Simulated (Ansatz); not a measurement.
**C2HS (charge -1): molecular dynamics**

Aim: follow the molecule's vibrations and see whether its bonds hold. The start is relaxed first. Runs: 300 steps of 0.5 fs at constant energy, with velocities drawn for 400 K. SMILES of the start: [CH-]=C=S.

All numbers below are computed with Ansatz 0.2.0 (RKS r2SCANh-D4/def2-SVP).

### 1 Starting point

Bond lengths: C1–C2 1.212 Å, C2–S3 1.649 Å, C1–H4 1.052 Å. Angles: C1–C2–S3 178.7°, C2–C1–H4 176.8°.

Structure file:

```xyz
4

C    -0.3350    0.5836   -0.3434
C     0.1996   -0.3573    0.2014
S     0.9190   -1.6599    0.9125
H    -0.7836    1.4335   -0.7705
```

### 2 Relaxing the start

Contents of input.yaml:

```yaml
crystal:
  periodic: [false, false, false]
  atoms:
    - { symbol: C, position_ang: [-0.33499, 0.58363, -0.34342] }
    - { symbol: C, position_ang: [0.1996, -0.35725, 0.2014] }
    - { symbol: S, position_ang: [0.91902, -1.65991, 0.91249] }
    - { symbol: H, position_ang: [-0.78363, 1.43353, -0.77047] }
total_charge: -1
basis:
  gaussian: { orbitals: def2-SVP }
hamiltonian:
  xc: r2scanh
  dispersion: d4
relax:
  f_tol: 0.02
  max_steps: 40
scf:
  lower_state_search: "off"
```

Command:

```console
> ansatz run input.yaml --threads 1 --pin off --max-ram 2048MiB --backend cpu --events-out ev --progress --plain --runs-dir out
```

Further steps of the session: The run.

What does the calculation give? Wanted: relaxation of the start; temperature, first and last step; temperature, second half; potential energy, second half; largest change of the total energy; bonds formed or broken.

**Answer**, as computed:

| quantity | value |
| --- | --- |
| relaxation of the start | 4 moves, 0.044 eV lower |
| length | 300 steps of 0.5 fs |
| temperature, first and last step | 400 and 349 K |
| temperature, second half | mean 207 K, from 29 to 390 K |
| potential energy, second half | +12 meV/atom from the start |
| largest change of the total energy | 0.02 meV/atom |
| bonds formed or broken | 0 |

**Reading.** The temperature starts at 400 K and averages 207 K in the second half, where it ranges from 29 to 390 K. About half is expected from a start at a minimum: kinetic energy passes into potential energy until both shares match. The total energy strays from its start by at most 0.02 meV/atom, 0.1 % of the mean kinetic energy, so a step of 0.5 fs is short enough over this time. No bond forms or breaks. A run of 150 fs with 4 atoms shows the motion but fixes no equilibrium value.
